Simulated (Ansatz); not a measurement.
A nudged elastic band was laid between two geometries of AlH₃ (4 atoms, charge 0, multiplicity 1).

Level of theory: RKS r2SCAN/def2-SVP in Ansatz 0.2.0.

```yaml
movable_images: 5
climbing_image: yes
spring: 5.0 eV/Å²
optimiser: quadratic models (default)
start_path: through a guess of the saddle point
force_threshold: 0.05 eV/Å
iteration_limit: 60
end_points: relaxed
```

Initial state:

```xyz
4
Properties=species:S:1:pos:R:3
Al 0.392 0.000 0.226
H 0.392 0.000 1.815
H 1.768 0.000 -0.568
H -0.984 0.000 -0.568
```

Final state:

```xyz
4
Properties=species:S:1:pos:R:3
Al -0.817 -0.001 0.714
H 1.403 0.000 0.936
H 1.390 0.000 0.155
H -0.408 0.000 -0.899
```

Q: What changes between the two ends?

A: Bonds broken: Al1–H2, Al1–H3. Bonds formed: H2–H3. AlH3 becomes AlH + H2.

Q: Give the energies along the band, and the barrier.

A: It converged. The highest image is number 4 of 0 to 6, 2.65 eV above the first end and 1.14 eV above the last; the last end lies 1.51 eV above the first. A vibrational analysis at the climbing image gives one clearly imaginary mode, 1130i cm⁻¹: a first-order saddle point. The orbitals stay closed-shell, which can raise the energy where a bond breaks towards radicals; this wasn't checked here.

```json
{"image": "0", "path coordinate (Å)": "0.00", "energy (eV)": "0.00", "Al1–H2 (Å)": "1.59", "Al1–H3 (Å)": "1.59", "H2–H3 (Å)": "2.75"}
{"image": "1", "path coordinate (Å)": "0.38", "energy (eV)": "0.25", "Al1–H2 (Å)": "1.58", "Al1–H3 (Å)": "1.56", "H2–H3 (Å)": "2.47"}
{"image": "2", "path coordinate (Å)": "0.76", "energy (eV)": "1.02", "Al1–H2 (Å)": "1.56", "Al1–H3 (Å)": "1.55", "H2–H3 (Å)": "2.14"}
{"image": "3", "path coordinate (Å)": "1.14", "energy (eV)": "2.11", "Al1–H2 (Å)": "1.55", "Al1–H3 (Å)": "1.63", "H2–H3 (Å)": "1.80"}
{"image": "4", "path coordinate (Å)": "1.51", "energy (eV)": "2.65", "Al1–H2 (Å)": "1.59", "Al1–H3 (Å)": "1.78", "H2–H3 (Å)": "1.45"}
{"image": "5", "path coordinate (Å)": "1.95", "energy (eV)": "1.95", "Al1–H2 (Å)": "1.74", "Al1–H3 (Å)": "1.94", "H2–H3 (Å)": "0.95"}
{"image": "6", "path coordinate (Å)": "2.38", "energy (eV)": "1.51", "Al1–H2 (Å)": "2.23", "Al1–H3 (Å)": "2.28", "H2–H3 (Å)": "0.78"}
```

Q: What is the geometry of the highest image?

A: 
```xyz
4
Properties=species:S:1:pos:R:3
Al -0.273 0.000 0.613
H 1.151 0.000 1.322
H 1.358 0.000 -0.111
H -0.667 0.000 -0.917
```

Q: What are the harmonic wavenumbers there?

A: 1130i, 449, 678, 1349, 1930, 1976 cm⁻¹.

Run time: 39 s on 1 thread of Arm Neoverse V1, with other jobs on the host, peak memory 0.088 GiB.
